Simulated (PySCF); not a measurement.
nitric oxide (NO), SMILES O=[N], multiplicity 2. The structure is a stationary point at B3LYP-D3(BJ)/def2-TZVPD.

Computed with B3LYP-D3(BJ)/def2-TZVPD (PySCF).

Harmonic wavenumbers (cm⁻¹): 1975. Rotational constants (GHz): 51.62 (linear); symmetry number 1.

Question: Work out the zero-point energy and the ideal-gas rigid-rotor harmonic-oscillator thermochemistry at 298.15 K and 1 atm.

Answer: ZPE = ½ Σ hcν = ½ × 1975 cm⁻¹ = 2.82 kcal/mol. H − E(el) = 4.90 kcal/mol. Entropy in cal/(mol K): translation 36.13, rotation 11.51, vibration 0.00, spin 1.38, total 49.02. G − E(el) = -9.72 kcal/mol. Cp = 6.97 cal/(mol K).
